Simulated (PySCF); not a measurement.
Methoxyacetate, C₃H₅O₃ (charge -1).
Numbering: `[CH3:1][O:2][CH2:3][C:4](=[O:5])[O-:6]` (hydrogens: H7, H8, H9 on C1; H10, H11 on C3)

The same species was optimised twice, with GFN2-xTB and with PBE0-D3(BJ)/def2-SVP (PySCF), and the same property calculations (PySCF, gas phase) were run on both structures.

```tsv
coordinate	GFN2-xTB	PBE0-D3(BJ)/def2-SVP	change
C3–C4 (Å)	1.595	1.564	-0.031
O2–C3 (Å)	1.425	1.409	-0.016
C1–O2 (Å)	1.403	1.390	-0.013
C4–O6 (Å)	1.236	1.246	+0.010
C4=O5 (Å)	1.238	1.244	+0.006
C3–C4–O6 (°)	118.1	117.3	-0.8
O5–C4–O6 (°)	129.5	130.3	+0.8
O2–C3–C4 (°)	118.8	118.2	-0.6
C1–O2–C3 (°)	112.6	113.0	+0.4
C3–C4–O5 (°)	112.4	112.4	0.0
C1–O2–C3–C4 (°)	60	64	+4
O2–C3–C4–O5 (°)	179	179	0
```

Rotational constants: A = 7627, B = 2518, C = 2077 MHz (GFN2-xTB) against A = 7685, B = 2547, C = 2113 MHz (PBE0-D3(BJ)/def2-SVP). Point groups within 0.08 Å: C1 and C1. Atoms that the bonding makes alike are paired by their places after alignment.

On the GFN2-xTB structure: HOMO (eV) -1.05 [PBE0/pcSseg-1]; LUMO (eV) 5.65 [PBE0/pcSseg-1]; GIAO shielding of C1 (ppm) 129.9 [PBE0/pcSseg-1]; GIAO shielding of O2 (ppm) 312.4 [PBE0/pcSseg-1]; GIAO shielding of C3 (ppm) 111.5 [PBE0/pcSseg-1]; GIAO shielding of C4 (ppm) 16.9 [PBE0/pcSseg-1]; GIAO shielding of O5/O6 (mean) (ppm) 4.0 [PBE0/pcSseg-1].

Question: What do these properties become on the PBE0-D3(BJ)/def2-SVP structure?

Answer: 
```tsv
property	level	on GFN2-xTB	on PBE0-D3(BJ)/def2-SVP	change
HOMO (eV)	PBE0/pcSseg-1	-1.05	-1.06	-0.01
LUMO (eV)	PBE0/pcSseg-1	5.65	5.60	-0.05
energy, GFN2-xTB geometry as zero (kcal/mol)	PBE0/pcSseg-1	0.0	-0.5	-0.5
GIAO shielding of C1 (ppm)	PBE0/pcSseg-1	129.9	128.5	-1.4
GIAO shielding of O2 (ppm)	PBE0/pcSseg-1	312.4	313.9	+1.5
GIAO shielding of C3 (ppm)	PBE0/pcSseg-1	111.5	112.5	+1.0
GIAO shielding of C4 (ppm)	PBE0/pcSseg-1	16.9	14.1	-2.8
GIAO shielding of O5/O6 (mean) (ppm)	PBE0/pcSseg-1	4.0	-1.2	-5.2
```

The heavy atoms differ by 0.028 Å rms after alignment (one structure mirrored). Among bonds between heavy atoms C3–C4 changes most (-0.031 Å). Changes are differences of the printed values. Neither structure is proved a minimum here. Geometry: PBE0-D3(BJ)/def2-SVP, one conformer, isolated ion.

Conformer computed: `[CH3:1][O:2][CH2:3][C:4](=[O:5])[O-:6]`: C1–O2–C3–C4 64°, O2–C3–C4–O5 179°.
